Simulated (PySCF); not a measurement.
Mapped SMILES: `[CH3:1][O:2][C:3](=[O:4])[O:5][CH3:6]` (H(Xn): hydrogen on atom n).

GIAO shifts from PySCF on PBE0-D3(BJ)/def2-SVP geometries (one conformer, non-relativistic, equivalent nuclei averaged), against TMS at the same level and in the same medium; PCM means IEF-PCM chloroform.

Measured (solution, CDCl3, 298 K; Fulmer et al., Organometallics 2010, 29, 2176): C3 156.4, C1/C6 54.9, H(C1)/H(C6) 3.79 ppm.

Which unscaled values do PBE0/pcSseg-1, gas; PBE0/pcSseg-1, PCM; WP04/pcSseg-1, PCM; wB97X-D/pcSseg-1, PCM give, and how close are they?

Answers


```
      atoms  measured  PBE0/pcSseg-1, gas  PBE0/pcSseg-1, PCM  WP04/pcSseg-1, PCM  wB97X-D/pcSseg-1, PCM
         C3     156.4               162.0               163.6               164.8                  164.5
      C1/C6      54.9                54.2                55.1                57.8                   55.7
H(C1)/H(C6)      3.79                3.62                3.74                3.70                   3.73
```

Mean absolute error for 13C: PBE0/pcSseg-1, gas 3.1, PBE0/pcSseg-1, PCM 3.7, WP04/pcSseg-1, PCM 5.7, wB97X-D/pcSseg-1, PCM 4.4 ppm.

Mean absolute error for 1H: PBE0/pcSseg-1, gas 0.17, PBE0/pcSseg-1, PCM 0.05, WP04/pcSseg-1, PCM 0.09, wB97X-D/pcSseg-1, PCM 0.06 ppm.
